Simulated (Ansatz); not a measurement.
C4H6O can be A, `C#COCC`, or B, `CC1(O)C=C1`.

Computed with Ansatz on PBE0-D4/def2-TZVP structures; ΔE is electronic, products minus reactants. CCSD(T)/CBS is the MP2 limit (def2-TZVPP, def2-QZVPP) plus CCSD(T) − MP2 in def2-TZVPP, frozen cores. DFT in def2-TZVPP. B3LYP here is the variant with VWN-RPA as its local correlation; programs differ in this. One conformer a species, not always the lowest.

(1) Which isomer does CCSD(T)/CBS put lower? Give the gap. (Estimate.)

(2) Give E(B) − E(A) in kJ/mol with CCSD(T)/def2-TZVPP, PBE0-D4, CCSD/def2-TZVPP, MP2/def2-TZVPP, B2PLYP, B3LYP, LDA (SPW92). (An estimate is asked.)

(3) Does the order hold for the free energy at 298.15 K (harmonic terms from PBE0-D4)? (Best estimate.)

Largest T1 diagnostic: 0.012.

## Answers

(1) Computed: B, by 10.0 kJ/mol.

(2) The calculation gave: CCSD(T)/def2-TZVPP -5.0, PBE0-D4 -21.1, CCSD/def2-TZVPP -2.8, MP2/def2-TZVPP -10.6, B2PLYP 4.7, B3LYP 7.6, LDA (SPW92) -29.4. The order is the other way round with B2PLYP, B3LYP.

(3) The calculation gave: Yes: G(B) − G(A) = -7.8 kJ/mol, for one conformer each.

From r2SCAN to r2SCAN0 (25 % exact exchange), in def2-TZVPP and without D4, E(B) − E(A) moves by −3.9 kJ/mol. The D4 term adds −4.1 kJ/mol with B3LYP and −2.0 kJ/mol with PBE0; it sums over pairs of atoms, weighted by their polarisabilities, and B3LYP, whose exchange is more repulsive, gets the larger term.
